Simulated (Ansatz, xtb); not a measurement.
**Redistribution: C3H7Cl + CH2F2O → C3H8O + CHClF2**

Species: C3H7Cl `CCCCl`, singlet; CH2F2O `OC(F)F`, singlet; C3H8O (1-propanol) `CCCO`, singlet; CHClF2 (difluorochloromethane) `FC(F)Cl`, singlet. The partners trade Cl for OH; both sit on C, so the bond types are kept.

Shapes, held fixed at every level: PBE0-D4/def2-TZVP. Flexible molecules stand in one conformer, not always the lowest. Programs: Ansatz 0.2.0, xtb 6.7.1. The zero-point and thermal change to 298 K, harmonic and unscaled (PBE0-D4/def2-TZVP), is -0.9 kJ/mol.

```csv
level,kind,ΔH(298 K) (kJ/mol),less CCSD(T)/CBS estimate,CPU time (sum over the molecules)
GFN0-xTB,semi-empirical,+30.3,-39.8,0.095 s
r2SCAN-D4/def2-TZVPP,meta-GGA,+68.2,-1.9,28 s
PBE0/def2-SVP,global hybrid,+74.5,+4.4,35 s
wB97M-V/def2-TZVPP,range-separated hybrid,+69.7,-0.4,58 s
wB97X-V/def2-TZVPP,range-separated hybrid,+69.4,-0.7,43 s
B2PLYP/def2-TZVPP,double hybrid,+69.0,-1.1,31 s
MP2/def2-TZVPP,perturbation theory,+73.8,+3.7,–
CCSD/def2-TZVPP,coupled cluster or CI,+71.7,+1.6,–
CCSD(T)/CBS estimate,coupled cluster or CI,+70.1,0.0,8.9 min
```

The highest level, CCSD(T)/CBS estimate, gives ΔH(298 K) = +70.1 kJ/mol; the levels span +30.3 to +74.5. The column of differences is taken from that level and isn't an error. No measured value is set beside it here. The CBS estimate extrapolates MP2 from def2-TZVPP and def2-QZVPP and adds CCSD(T) − MP2 in the triple-zeta set, cores frozen. Times are processor times on shared x86 and Arm servers, and rough.
